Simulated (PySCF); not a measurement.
Spectra and structures to be paired. Theory: TDDFT CAM-B3LYP/def2-SVPD, vertical, gas phase, core orbitals frozen in the response in PySCF. Geometries: PBE0-D3(BJ)/def2-SVP; one conformer of each isolated species. Triplets are in the Tamm–Dancoff approximation.

A. `Bc1ccco1`
B. `C1=CC(C(C=C1)=O)=O`
C. `c1coc2ccoc21`

Lowest singlet levels (six at most, fewer where fewer were computed) with oscillator strengths:

1. 591 nm (f 0.000); 369 nm (f 0.054); 359 nm (f 0.000); 215 nm (f 0.001); 205 nm (f 0.095); 200 nm (f 0.000); T1 1.64 eV
2. 230 nm (f 0.375); 204 nm (f 0.014); 193 nm (f 0.000); 189 nm (f 0.000); 188 nm (f 0.052); 182 nm (f 0.000); T1 3.42 eV
3. 251 nm (f 0.364); 212 nm (f 0.000); 209 nm (f 0.035); 194 nm (f 0.004); 178 nm (f 0.000); 170 nm (f 0.126); T1 3.13 eV

Question: Match each spectrum to its molecule.

Answer: 1 = B, 2 = C, 3 = A.
- A: S1 at 4.94 eV, HOMO→LUMO (98%); Löwdin shares by element: HOMO carbon 80% (atoms not listed hold the other 20%); LUMO carbon 38% or more, boron 35% (atoms not listed hold the other 27%); HOMO -8.48 and LUMO -0.90 eV; point group Cs, 2 of its 6 listed states under f = 0.0005.
- B: S1 at 2.10 eV, HOMO→LUMO (95%); Löwdin shares by element: HOMO oxygen 58%, carbon 25% or more (atoms not listed hold the other 17%); LUMO oxygen 31%, carbon 24% or more (atoms not listed hold the other 45%); HOMO -8.96 and LUMO -2.76 eV; point group C2v, 3 of its 6 listed states under f = 0.0005.
- C: S1 at 5.39 eV, HOMO→LUMO (96%); Löwdin shares by element: HOMO carbon 68% or more (atoms not listed hold the other 32%); LUMO carbon 59% or more (atoms not listed hold the other 41%); HOMO -7.36 and LUMO 0.69 eV; point group C2h, 3 of its 6 listed states under f = 0.0005.
